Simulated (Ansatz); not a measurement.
SiH⁺, triplet: the ladder up to full CI

Geometry: a PBE0/def2-TZVP stationary point for this spin.

```xyz
2

Si    0.0000    0.0000    0.0000
H     0.0000    0.0000    1.5472
```

Basis cc-pVQZ; Ansatz 0.2.0. Only valence electrons are correlated (noble-gas cores frozen), which leaves 4 electrons in 84 orbitals. Prefix R: restricted or restricted open-shell reference; prefix U: unrestricted. Active spaces: valence = (4e, 5o) chosen from the atoms' valence shells.

Full CI is exact within this basis and frozen core; it isn't the basis-set limit. The frozen core follows each run's orbitals, which can shift R against U totals by a few meV.

The UHF ⟨S²⟩ is 2.019 and the T1 diagnostic (RCCSD) is 0.0468. The largest doubles amplitude (RCCSD) is 0.082 and the T1 diagnostic (UCCSD) is 0.0281.

```csv
level,E − E(full CI) (kJ/mol),share of correlation (%),wall time
RHF,200.1,0.00,–
UHF,187.9,6.05,–
RMP2,52.8,73.59,–
UMP2,50.4,74.79,–
RCCSD,7.7,96.15,–
UCCSD,6.9,96.54,–
RCCSD(T),1.8,99.10,14 s
UCCSD(T),1.6,99.20,15 s
BCCD(T),1.7,99.13,6 s
RCCSDT,0.1,99.94,–
UCCSDT,-0.1,100.03,–
RCCSDT(Q),0.0,99.99,50 s
UCCSDT(Q),-0.2,100.08,49 s
CASSCF (valence space),129.6,35.22,–
NEVPT2 (valence space),33.1,83.46,4.1 s
```

The correlation energy at full CI, counted from RHF, is -2.073 eV. That run took 45 s on 1 thread of Intel Xeon Platinum 8259CL, shared host over 3,037,760 determinants.

Times hold each run's SCF and search for its determinant on a shared host, so for small cases they say little of a method's own cost; they ran on 1 thread of Intel Xeon Platinum 8259CL.

The full-CI state has the irrep B1 of C2v, in the program's axes (one component, if the state is degenerate).

Natural occupations of full CI about the gap: 1.926 0.991 0.983 0.028 0.024 0.013 0.008 0.007 0.006 0.005; effectively unpaired electrons, Σ n²(2−n)², 2.03.
